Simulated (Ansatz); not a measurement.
# C₃H₉O+: small, medium and large basis sets

How large a basis does C₃H₉O+ need? Two functionals and correlated methods are run in growing sets.

The runs use Ansatz 0.2.0, Gaussian basis; one geometry, several basis sets.

Levels to be run: PBE0-D4/def2-SVP; ωB97M-V/def2-SVP; PBE0-D4/def2-QZVPP; ωB97M-V/def2-QZVPP; CCSD(T)/cc-pV(D+d)Z; CCSD(T)/cc-pV(T+d)Z; CCSD(T)/cc-pV(Q+d)Z; the functionals' def2-TZVPP values are taken from earlier runs.

**1. Structure used throughout**

An earlier PBE0-D4 in a triple-zeta def2 set relaxation fixed the geometry.

SMILES `C[O+](C)C`, 13 atoms, charge 1, spin multiplicity 1.

Atoms are counted from 1 here; the program's logs count them from 0.

Bond lengths: C1–O2 1.464 Å, C1–H5 1.087 Å, C1–H6 1.087 Å, C1–H7 1.090 Å, O2–C3 1.464 Å, O2–C4 1.464 Å, C3–H8 1.087 Å, C3–H9 1.090 Å, C3–H10 1.087 Å, C4–H11 1.087 Å, C4–H12 1.087 Å, C4–H13 1.090 Å. Angles: O2–C1–H5 106.5°, O2–C1–H6 106.5°, O2–C1–H7 109.1°, H5–C1–H6 110.8°, H5–C1–H7 111.9°, H6–C1–H7 111.9°, C1–O2–C3 113.9°, C1–O2–C4 113.8°, C3–O2–C4 113.9°, O2–C3–H8 106.5°, O2–C3–H9 109.1°, O2–C3–H10 106.5°, H8–C3–H9 111.9°, H8–C3–H10 110.8°, H9–C3–H10 111.9°, O2–C4–H11 106.5°, O2–C4–H12 106.5°, O2–C4–H13 109.1° and more.

**2. PBE0-D4 in def2-SVP**

The input, in.yaml:

```yaml
crystal:
  periodic: [false, false, false]
  atoms:
    - {symbol: C, position_ang: [-0.494743, 1.015485, -0.855295]}
    - {symbol: O, position_ang: [-0.350697, -0.022162, 0.167625]}
    - {symbol: C, position_ang: [0.557343, 0.342247, 1.256911]}
    - {symbol: C, position_ang: [-0.115553, -1.361088, -0.376290]}
    - {symbol: H, position_ang: [-1.282258, 0.680502, -1.524852]}
    - {symbol: H, position_ang: [-0.790362, 1.922213, -0.334576]}
    - {symbol: H, position_ang: [0.455934, 1.137450, -1.375369]}
    - {symbol: H, position_ang: [0.198736, 1.288343, 1.653145]}
    - {symbol: H, position_ang: [1.570912, 0.424866, 0.863222]}
    - {symbol: H, position_ang: [0.475525, -0.444335, 2.002088]}
    - {symbol: H, position_ang: [-0.924499, -1.555926, -1.075105]}
    - {symbol: H, position_ang: [-0.158574, -2.047172, 0.465215]}
    - {symbol: H, position_ang: [0.858235, -1.380423, -0.866698]}
basis:
  gaussian: {orbitals: def2-SVP}
total_charge: 1
hamiltonian: {xc: pbe0, dispersion: d4}
output: {orbitals: {seedname: orbitals}}
```

The run is started by

```bash
ansatz run in.yaml --threads 2 --pin off --events-out ev --progress --plain --max-ram 32768MiB --backend cpu
```

Further steps of the session: ωB97M-V in def2-SVP; PBE0-D4 in def2-QZVPP; ωB97M-V in def2-QZVPP; CCSD(T) in cc-pV(D+d)Z; CCSD(T) in cc-pV(T+d)Z; CCSD(T) in cc-pV(Q+d)Z.

Q: Predict the results of all the runs planned. Wanted: MP2 correlation recovered, cc-pV(D+d)Z; MP2 correlation recovered, cc-pV(T+d)Z; MP2 correlation recovered, cc-pV(Q+d)Z; CCSD(T) limit from def2 sets; PBE0-D4: double and triple zeta above quadruple; ωB97M-V: double and triple zeta above quadruple.

As calculated:

```
                                                                 quantity          value
                                   MP2 correlation recovered, cc-pV(D+d)Z         72.4 %
                                   MP2 correlation recovered, cc-pV(T+d)Z         89.9 %
                                   MP2 correlation recovered, cc-pV(Q+d)Z         95.8 %
CCSD(T) limit from def2 sets (earlier runs) less the limit of this series          6 meV
                          PBE0-D4: double and triple zeta above quadruple  6.30, 0.30 eV
                          ωB97M-V: double and triple zeta above quadruple  6.63, 0.31 eV
```

For PBE0-D4 the step from double to triple zeta gains 6.00 eV and the next only 0.30 eV. Correlation climbs from 72 % (cc-pV(D+d)Z) to 96 % (cc-pV(Q+d)Z) of the limit; Hartree-Fock is 0.109 eV from its own by then. A limit from the def2 sets, made apart, differs by 6 meV, a least measure of the doubt on such a limit. Total energies overstate the basis error of differences, where much of it tends to cancel.
